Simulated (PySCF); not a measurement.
Geometries of 3 isomers of [C5H9]+ (charge +1), from PySCF, PBE0-D3(BJ)/def2-SVP geometry optimisation, gas phase. One conformer each, no zero-point energy, no frequencies.

Problem. Which is lowest in electronic energy at this level?
A.
```xyz
14
angstrom
C      2.067    0.453   -0.428
C      1.119   -0.463   -0.098
C     -0.258   -0.147    0.079
C     -1.188   -1.243    0.372
C     -0.808    1.209   -0.023
H      3.113    0.151   -0.547
H      1.842    1.512   -0.585
H      1.414   -1.507    0.042
H     -1.479   -1.657   -0.619
H     -2.117   -0.909    0.854
H     -0.717   -2.072    0.918
H     -1.092    1.514    1.005
H     -0.138    1.967   -0.441
H     -1.762    1.191   -0.576
```
B.
```xyz
14
angstrom
C      2.622    0.108    0.676
C      1.296    0.150    0.347
C      0.405   -0.744    0.960
C     -1.021   -0.833    0.727
C     -1.683    0.114   -0.248
H      3.343    0.793    0.217
H      3.008   -0.609    1.409
H      0.927    0.872   -0.386
H      0.827   -1.450    1.690
H     -1.484   -0.814    1.742
H     -1.198   -1.908    0.480
H     -2.760   -0.092   -0.296
H     -1.281   -0.002   -1.265
H     -1.563    1.163    0.060
```
C.
```xyz
14
angstrom
C     -1.473    1.192    0.145
C     -0.543    0.198    0.344
C     -0.913   -1.237    0.562
C      0.795    0.641    0.327
C      1.976   -0.175    0.509
H     -2.546    0.973    0.136
H     -1.174    2.234   -0.011
H     -0.470   -1.880   -0.214
H     -2.001   -1.374    0.534
H     -0.551   -1.593    1.539
H      0.961    1.715    0.161
H      2.653   -0.015   -0.356
H      1.791   -1.243    0.666
H      2.567    0.247    1.349
```

Solution. A. That is `C=C[C+](C)C`, 5.8 kcal/mol below the next.

```csv
SMILES,atoms numbered as above,E (Eh),relative (kcal/mol),relative (kJ/mol),dipole about centre of mass (D)
C=C[C+](C)C,[CH2:1]=[CH:2][C+:3]([CH3:4])[CH3:5],-195.26189,0.0,0.0,0.43
C=C(C)[CH+]C,[CH2:1]=[C:2]([CH3:3])[CH+:4][CH3:5],-195.25259,5.8,24.4,1.84
C=C[CH+]CC,[CH2:1]=[CH:2][CH+:3][CH2:4][CH3:5],-195.24653,9.6,40.3,2.72
```
